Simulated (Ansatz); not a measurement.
Relaxing europium (bcc)

Computed with DFT, PBEsol, plane waves (420 eV) with PAW, scalar-relativistic in Ansatz 0.2.0. (PAW data from PBE, frozen cores regenerated.)

k-point mesh 10×10×10, Fermi-Dirac smearing 0.05 eV, starting moments 7.00 μB. Cell and atoms relax.

Starting structure:

```yaml
crystal:
  lattice:
    - [-2.2755, 2.2755, 2.2755]
    - [2.2755, -2.2755, 2.2755]
    - [2.2755, 2.2755, -2.2755]
  atoms:
    - { symbol: Eu, position: [0.0, 0.0, 0.0], spin: 7.0 }
hamiltonian:
  xc: pbesol
  pseudopotentials:
    kind: paw
    azcp:
      Eu: "pseudopotentials/Eu.paw.azcp"
basis:
  ecutwfc: 420
  fft_grid_basis: typed
kpoints:
  mp_grid: { grid: [10, 10, 10], shift: [0, 0, 0] }
magnetization:
  spin_polarized: true
scf:
  occupations: { method: fermi_dirac, width: 0.05 }
relax:
  max_steps: 60
  f_tol: 0.01
  cell: {}
```

Question: The pressure at the start is -2.3 GPa. By how much does the volume change?

Answer: From 47.13 to 38.03 Å³ per atom, -19.3 %. The final cell has a = 4.237 Å.

Question: How much energy does the relaxation gain?

Answer: 78.9 meV per atom.

Path of the relaxation (the plane waves are chosen anew near the end, which can shift the energy a little):

| step | E − E(final) (meV/atom) | V (Å³/atom) | P (GPa) | max force (eV/Å) |
| --- | --- | --- | --- | --- |
| 0 | 78.88 | 47.129 | -2.34 | 0.000 |
| 1 | 40.53 | 44.323 | -1.86 | 0.000 |
| 2 | -3.46 | 38.031 | 0.04 | 0.000 |
| 3 | 0.00 | 38.031 | -0.02 | 0.000 |

Question: Which magnetic state does it end in?

Answer: ferromagnetic, net 7.25 μB per atom; moments 6.99 μB.

Real europium orders as a helical antiferromagnet, which these cells can't hold.

Open f shells have many self-consistent states, so the state found may not be the lowest.
